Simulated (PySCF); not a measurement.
## BP⁺, CCSD(T): how much the basis matters

PySCF, UHF reference; quartet, unpaired electrons σ ↑, π ↑↑; De to B⁺ + P without counterpoise correction. Frozen cores follow the default of each basis and core potential.

```csv
basis,relativity,functions,Re (Å),ωe (cm⁻¹),De (eV),frozen orbitals
jorge-DZP-DKH,spin-free X2C,39,1.913,647,1.81,6
aug-pcseg-1,no relativity,50,1.891,669,1.69,6
def2-TZVPPD,no relativity,85,1.872,704,2.09,6
```

(1) How does each smaller set differ from the one with most functions, def2-TZVPPD?

Correlated steps freeze 6 core orbitals. Correlated levels converge slowly with the basis: in double zeta they bind strong bonds too weakly, by up to about 1 eV, and carry superposition errors of some tenths. For an ion De counts to the pair picked by the measured ionisation energies or electron affinities, which need not be the lowest pair at this level. The CCSD T1 diagnostic is raised in BP⁺, a sign that a single reference may not be enough there. The state is the lowest determinant that a PBE0 search found; another state may lie lower at other levels.

## Answers

(1) jorge-DZP-DKH: +4.1 pm, -8.1 % in ωe, -0.28 eV in De; aug-pcseg-1: +1.9 pm, -5.0 % in ωe, -0.40 eV in De. All at CCSD(T); the set with most functions is neither the basis-set limit nor always the best. The rows treat relativity differently, so the differences are not basis effects alone.
